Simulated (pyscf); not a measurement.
`[CH3][SiH3]` + `[H]` [doublet] → `[CH4]` + `[SiH3]` [doublet] (substitution at C; doublet surface; C–Si broken, C–H formed). Structures and frequencies: ωB97X-D3(BJ)/def2-SVP in PySCF. Correlated levels are frozen-core, on RHF or UHF. ΔMP2 is the change of the MP2 total energy from the triple- to the quadruple-zeta basis. Energies in kJ/mol from the separated reactants.

```tsv
level	barrier	reaction energy
ωB97X-D3(BJ)/def2-TZVP	___	-68.6
PBE0-D3(BJ)/def2-TZVP	100.7	-79.3
HF/def2-TZVP	186.5	-78.5
MP2/def2-QZVPP	141.4	-67.5
CCSD/def2-TZVPP	127.2	-88.9
CCSD(T)/def2-TZVPP	120.9	-84.8
CCSD(T)/def2-TZVPP + ΔMP2(QZVPP)	___	___
```

### Question
What belongs in the gaps?

### Answer

- ωB97X-D3(BJ)/def2-TZVP, barrier: 125.9
- CCSD(T)/def2-TZVPP + ΔMP2(QZVPP), barrier: 119.8
- CCSD(T)/def2-TZVPP + ΔMP2(QZVPP), reaction energy: -82.6

The same reactants have a lower exit, to H₃C–SiH₂• + H₂ (barrier +19.8 kJ/mol at ωB97M-D3(BJ), against +119.1 kJ/mol here). One saddle was located; it need not be the lowest between these sides. The angle at the attacked C is 180°. The CCSD(T) − MP2 part came from Ansatz, without density fitting, on the same reference.
